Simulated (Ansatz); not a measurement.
## Ansatz (development build ahead of 0.2.0) run

```yaml
crystal:
  periodic: [false, false, false]
  atoms:
    - { symbol: O, position_ang: [0.0, 0.0, 0.0] }
    - { symbol: H, position_ang: [0.0, 0.94, -0.24] }
    - { symbol: O, position_ang: [0.0, 0.0, 1.3965] }
basis:
  gaussian: { orbitals: STO-3G }
magnetization:
  spin_polarized: true
  initial_magnetization: 1
hamiltonian:
  xc: hf
correlation:
  method: ccsd_t
  frozen_orbitals: { H: 0, O: 1 }
```

The input is written out in the form of the current development build from the run's settings.

The run gave:

* Converged: yes
* Reference energy: -148.19368 hartree
* CCSD correlation energy: -0.08716 hartree
* Triples correction: -0.00125 hartree
* Total energy: -148.28208 hartree
* Spin squared of the determinant: 0.764
